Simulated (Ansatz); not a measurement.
Two isomers of C4H6O: A = `C1=CCOC1`, B = `C#COCC`.

Isolated molecules relaxed with PBE0-D4/def2-TZVP in Ansatz; ΔE leaves out vibrations. CBS: MP2 limit from def2 TZ/QZ plus the TZ coupled-cluster correction, frozen cores. DFT in def2-TZVPP. Each species was taken in one conformer, which may not be the lowest.

Question: Which is lower in electronic energy at CCSD(T)/CBS, and by how much? (An estimate is asked.)

Answer: Ansatz gave: A, by 34.8 kcal/mol.

Question: Give E(B) − E(A) in kcal/mol with HF/def2-TZVPP, B2PLYP, BLYP-D4, LDA (SPW92), PBE0-D4, PBE-D4, MP2/def2-TZVPP. (Best estimate.)

Answer: The calculation gave: HF/def2-TZVPP 32.5, B2PLYP 31.9, BLYP-D4 30.3, LDA (SPW92) 40.1, PBE0-D4 38.1, PBE-D4 35.5, MP2/def2-TZVPP 33.6. None reverses the order clearly.

Question: Does the order hold for the free energy at 298.15 K (harmonic terms from PBE0-D4)? (Estimate.)

Answer: Ansatz gave: Yes: G(B) − G(A) = +31.1 kcal/mol, for one conformer each.

Largest T1 diagnostic: 0.012.

From r2SCAN to r2SCAN0 (25 % exact exchange), in def2-TZVPP and without D4, E(B) − E(A) moves by +1.9 kcal/mol. The D4 term adds +1.3 kcal/mol with B3LYP and +0.6 kcal/mol with PBE0; it sums over pairs of atoms, weighted by their polarisabilities, and B3LYP, whose exchange is more repulsive, gets the larger term.

B3LYP here is the variant with VWN-RPA as its local correlation; programs differ in this.
